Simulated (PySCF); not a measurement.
# Magnetisability: SMILES [Na][Na], Na2

Molfile (atoms numbered from 1):
```
Na2
     RDKit          3D

  2  1  0  0  0  0  0  0  0  0999 V2000
    1.5623   -0.0040   -0.0028 Na  0  0  0  0  0  1  0  0  0  0  0  0
   -1.5615    0.0037   -0.0121 Na  0  0  0  0  0  1  0  0  0  0  0  0
  1  2  1  0
M  END
```

Theory: GIAO B3LYP/pcSseg-2 magnetisability, rotational g tensor and spin-rotation constants, non-relativistic, gas phase (PySCF). Geometry: PBE0-D3(BJ)/def2-SVP.

Problem. How diamagnetic is it, and how anisotropic?

Solution. Isotropic -746 × 10⁻³⁰ J/T², or -44.9 × 10⁻⁶ cm³/mol; principal values -788, -788, -662 × 10⁻³⁰ J/T², anisotropy 125 × 10⁻³⁰ J/T² (root of half the summed squared differences of the principal values). The susceptibility is in cgs units.

Problem. Split it along the inertial axes a, b, c into diamagnetic and paramagnetic parts about the centre of mass, with the quadrupole moment.

Solution. 
```csv
axis,χ (10⁻⁶ cm³/mol),diamagnetic (10⁻⁶ cm³/mol),paramagnetic (10⁻⁶ cm³/mol),summed x² of all electrons (Å²),quadrupole Θ (D Å)
a,-39.9,-39.9,0.0,55.9,+11.65
b,-47.4,-257.3,209.9,4.7,-5.82
c,-47.4,-257.3,209.9,4.7,-5.82
```
Anisotropies 2χaa − χbb − χcc = +15.1 and 2χbb − χaa − χcc = -7.5 × 10⁻⁶ cm³/mol. Θ is traceless in Buckingham's convention.

Problem. And the rotational g tensor?

Solution. 
```
axis  rotational constant (GHz)        g  nuclear part  electronic part
   b                     4.5054  +0.0377        0.4820          -0.4442
   c                     4.5054  +0.0377        0.4820          -0.4442
```
Linear; isotopes 23Na; no vibrational averaging.
